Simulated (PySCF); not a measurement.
```xyz
3
charge 0 multiplicity 2, angstrom
S     0.7496    0.0000   -0.5987
S    -0.8056    0.0000    0.5897
H     1.7792    0.0000    0.2831
```

All numbers come from PySCF, UPBE0, basis S def2-TZVP, H def2-TZVP (no relativity, density fitting).

This geometry of HSS is a stationary point at this level.

**Question.** What is the point group?

**Answer.** Cs.

**Question.** Is it a minimum?

**Answer.** Yes: all harmonic wavenumbers are real.

**Question.** Which band is strongest in the infrared?

**Answer.** 2585 cm⁻¹ (a'), 7 km/mol.

**Question.** Give the ideal-gas entropy at 298.15 K and 1 bar by parts.

**Answer.** translation 160.9, rotation 85.3, vibration 2.3, spin 5.8; total 254.2 J/(mol K).

This need not be the most stable arrangement of these atoms.
